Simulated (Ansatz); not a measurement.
# BH5OSi: the cost of one run

Program: Ansatz 0.2.0, Gaussian basis. Level of theory: the settings change from run to run. These are calculated values, not measurements.

### 1 The relaxed structure

The geometry comes from an earlier relaxation with PBE0-D4 in a triple-zeta def2 set; it is a stationary point, not always the lowest conformer.

SMILES `B[SiH2]O`, 8 atoms, charge 0, spin multiplicity 1.

Atoms are counted from 1 here; the program's logs count them from 0.

Bond lengths: B1–Si2 2.005 Å, B1–H4 1.197 Å, B1–H5 1.197 Å, Si2–O3 1.655 Å, Si2–H6 1.486 Å, Si2–H7 1.500 Å, O3–H8 0.958 Å. Angles: Si2–B1–H4 124.0°, Si2–B1–H5 119.0°, H4–B1–H5 116.9°, B1–Si2–O3 116.3°, B1–Si2–H6 111.5°, B1–Si2–H7 105.1°, O3–Si2–H6 105.0°, O3–Si2–H7 111.2°, H6–Si2–H7 107.5°, Si2–O3–H8 117.3°.

Geometry (Å):

| atom | x (Å) | y (Å) | z (Å) |
| --- | --- | --- | --- |
| B1 | -0.9319 | 0.6072 | -0.8051 |
| Si2 | 0.6197 | 0.0664 | 0.3436 |
| O3 | 0.4198 | -1.3067 | 1.2451 |
| H4 | -1.8632 | -0.1043 | -1.0505 |
| H5 | -0.9227 | 1.6862 | -1.3242 |
| H6 | 0.9652 | 1.1265 | 1.3264 |
| H7 | 1.7767 | -0.0680 | -0.6009 |
| H8 | 0.0285 | -2.0645 | 0.8097 |

### 2 wB97M-V/aug-pcseg-2

Set apart from the defaults: multiplicity 3, restricted open-shell orbitals, a grid of angular degree 23, relativity set to none.

in.yaml

```yaml
crystal:
  periodic: [false, false, false]
  atoms:
    - {symbol: B, position_ang: [-0.931926, 0.607171, -0.805092]}
    - {symbol: Si, position_ang: [0.619727, 0.066430, 0.343604]}
    - {symbol: O, position_ang: [0.419822, -1.306655, 1.245127]}
    - {symbol: H, position_ang: [-1.863189, -0.104347, -1.050525]}
    - {symbol: H, position_ang: [-0.922741, 1.686233, -1.324195]}
    - {symbol: H, position_ang: [0.965216, 1.126496, 1.326429]}
    - {symbol: H, position_ang: [1.776714, -0.067963, -0.600864]}
    - {symbol: H, position_ang: [0.028478, -2.064466, 0.809717]}
basis:
  gaussian: {orbitals: aug-pcseg-2, final_grid: {core_spheres: 8, valence_spheres: 7, degree: 23}}
magnetization: {spin_polarized: false, initial_magnetization: 2}
hamiltonian: {xc: {name: wB97M-V}, pseudopotentials: {relativity: none}}
output: {forces: true}
```

The run is started by

```bash
$ ansatz run in.yaml --threads 2 --pin off --events-out ev --progress --plain --max-ram 4352MiB
```

**Question.** How long does this run take on 2 threads of Arm Neoverse V2, shared host, and how much memory does it need?

About 16 s, with a peak of 0.87 GiB.
